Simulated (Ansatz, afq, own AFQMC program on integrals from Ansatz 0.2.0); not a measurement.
# BH4, doublet in 6-31G along one coordinate

```xyz
5

B     0.0000    0.0000    0.0000
H     0.4147    0.8125    0.8107
H    -0.4243   -0.8077    0.8105
H    -0.4128    0.8086   -0.8154
H     0.4225   -0.8134   -0.8057
```

All coordinates are scaled about the centre. Energies in mEh count from this geometry (1.000) at the same level; the start stands on UHF, each point on the determinant named.

Basis 6-31G. Only valence electrons are correlated. Ansatz 0.2.0 and our own AFQMC program on the same integrals; the CISD trial comes from CCSD amplitudes, and released means the phaseless constraint is let go. Error bars are statistical, one sigma.

Cautions, each for one point or more: (T) is large; a state of other symmetry lies lower; cluster runs in doubt by the program's own checks; raised T1 diagnostic; strong correlation; the next higher spin lies close; the search met a lower determinant of the same kind, perhaps of another symmetry; unrestricted determinant spin contaminated.

```tsv
scale of all distances	det.	T1	weight	⟨S²⟩	r2SCAN	PBE0	CCSD(T)
0.884	UHF	0.009	0.95	0.76	39.4	39.5	44.9
1.118	UHF	0.020	0.92	0.78	23.6	24.0	18.5
1.307	UHF	0.041	0.87	0.87	117.6	119.6	102.4
1.526	UHF	0.096	0.72	1.35	244.9	250.6	213.1
1.722	UHF	0.167	0.48	2.20	343.4§	354.2§	291.6
1.981	UHF	0.089	0.68	2.53	411.8§	421.0§	354.7
2.367	UHF†¶	0.055	0.75	2.66	–	455.4§	379.4
```

Question: Estimate the curve of full CI, counted from the same start.

Answer: 
```json
{"scale of all distances": "0.884", "det.": "UHF", "T1": "0.009", "weight": "0.95", "⟨S²⟩": "0.76", "FCI": "45.1", "ph-AFQMC/CISD": "45.1 ± 0.05", "CCSDT(Q)": "45.1"}
{"scale of all distances": "1.118", "det.": "UHF", "T1": "0.020", "weight": "0.92", "⟨S²⟩": "0.78", "FCI": "18.3", "ph-AFQMC/CISD": "18.4 ± 0.07", "CCSDT(Q)": "18.3"}
{"scale of all distances": "1.307", "det.": "UHF", "T1": "0.041", "weight": "0.87", "⟨S²⟩": "0.87", "FCI": "101.2", "ph-AFQMC/CISD": "101.9 ± 0.2", "CCSDT(Q)": "101.2"}
{"scale of all distances": "1.526", "det.": "UHF", "T1": "0.096", "weight": "0.72", "⟨S²⟩": "1.35", "FCI": "209.2", "ph-AFQMC/CISD": "212.5 ± 0.2", "CCSDT(Q)": "209.3"}
{"scale of all distances": "1.722", "det.": "UHF", "T1": "0.167", "weight": "0.48", "⟨S²⟩": "2.20", "FCI": "286.0", "ph-AFQMC/CISD": "293.6 ± 0.3", "CCSDT(Q)": "286.1"}
{"scale of all distances": "1.981", "det.": "UHF", "T1": "0.089", "weight": "0.68", "⟨S²⟩": "2.53", "FCI": "345.0", "ph-AFQMC/CISD": "351.5 ± 0.2", "CCSDT(Q)": "347.8"}
{"scale of all distances": "2.367", "det.": "UHF†¶", "T1": "0.055", "weight": "0.75", "⟨S²⟩": "2.66", "FCI": "–", "ph-AFQMC/CISD": "379.1 ± 0.1", "CCSDT(Q)": "378.2"}
```

Weight is that of the determinant in the CISD state; at the start T1 is 0.013 and the weight 0.94, and ⟨S²⟩ is 0.76. ¶ marks points with a poor determinant and no full CI, where no value is sure; they don't count among the departures. A dagger marks points whose determinant fills other symmetries than the start's, so the wave-function levels may follow another state there, or a degenerate partner. Symmetry can't show for every point that it stays on the start's state. A dash marks a missing value, a released energy that hasn't settled or a functional that sits on another state. § marks a functional whose ⟨S²⟩ is too high by over 0.1. Largest departures from full CI where it is shown: CCSD(T) 9.7 mEh at 1.981 (on UHF), ph-AFQMC/CISD 7.6 mEh at 1.722 (on UHF), CCSDT(Q) 2.8 mEh at 1.981 (on UHF), r2SCAN 35.7 mEh at 1.526, PBE0 41.4 mEh at 1.526. Functionals count only at points shown to share the start's state and spin. In this small basis the wave-function levels are far from their limit, so their gap to the functionals isn't the functionals' error.

CCSDT and higher add their correlation energy to the determinant of the CCSD(T) run, since their own runs factorise the integrals more tightly (a shift of under 2 meV). A walk keeps the symmetry of its determinant, which the program's search chose and which needn't be the lowest solution, so a lower state of the same spin and another symmetry isn't excluded.
